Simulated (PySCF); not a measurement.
How methods differ on the electron affinity of P

P⁻ [Ne] 3s2 3p4 (3P) → P [Ne] 3s2 3p3 (4S), as a difference of total energies. Computed with PySCF 2.14 in aug-cc-pV(T+d)Z (6s5p4d2f, 55 functions), with no relativity, point nucleus. Correlated levels: valence: [Ne] frozen. The calculations carry no spin-orbit coupling.

```csv
method,electron affinity (eV),plus first-order spin-orbit estimate,error of that sum (eV)
UHF,-0.322,-0.310,-1.057
LDA,1.036,1.048,+0.301
PBE,0.882,0.894,+0.147
PBE0,0.786,0.798,+0.051
r2SCAN,0.779,0.791,+0.044
revPBE,0.848,0.860,+0.113
TPSS,0.849,0.861,+0.114
CAM-B3LYP,0.892,0.903,+0.156
r2SCAN0,0.729,0.741,-0.006
MP2 (valence),0.467,0.479,-0.268
SCS-MP2 (valence),0.538,0.550,-0.197
```

Reference: 0.747 eV (measured; photodetachment measurements, as compiled on the Wikipedia data page of electron affinities).

A first-order spin-orbit estimate (lowest level to lowest level, LS coupling) adds 0.012 eV.

Errors of the correlated levels include the incompleteness of this basis and the frozen core.

A negative affinity means that the anion lies above the atom at that level of theory.

In the anion the highest occupied orbital energy is positive at LDA, PBE, PBE0, r2SCAN, revPBE, TPSS, r2SCAN0, a self-interaction effect; the basis confines that electron, and the energy difference can still be sensible.
